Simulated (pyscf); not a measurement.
Elementary routes open to HN=Si: (SMILES N=[Si]) [singlet] + HF (SMILES F) in the gas phase (singlet surface):
A. HN=SiH–F (SMILES N=[SiH]F) (F–H broken; F–Si, H–Si formed)
B. H₂N–Si:–F (SMILES N[Si]F) [singlet] (F–H broken; H–N, F–Si formed)

Structures and frequencies: ωB97X-D3(BJ)/def2-SVP in PySCF. MP2 and CC: frozen core, UHF for open shells. ΔMP2 is the change of the MP2 total energy from the triple- to the quadruple-zeta basis.

Task: Rank the routes by free-energy barrier at 298 K, lowest first, for CCSD(T)/def2-TZVPP + ΔMP2(QZVPP) energies (ideal gas, 1 atm, RRHO with modes under 100 cm⁻¹ raised to 100, one conformer, R ln 2 for chiral ones without a mode under 150 cm⁻¹).

Result: B (11.1 kcal/mol), A (47.1 kcal/mol)

Route B is the fastest of these, ahead of the next by 36.0 kcal/mol. The most stable products are those of B (ΔG = -45.5 kcal/mol), so kinetics and thermodynamics agree. At 1200 K B is still the fastest. B: On the reactant side the descent ends in a complex, 7.0 kcal/mol under the separated species and 5.2 kcal/mol under the saddle at ωB97X-D3(BJ)/def2-TZVP. Only these routes are compared; each barrier is that of the saddle found, and lower ones may exist. The CCSD(T) − MP2 part came from Ansatz, without density fitting, on the same reference.
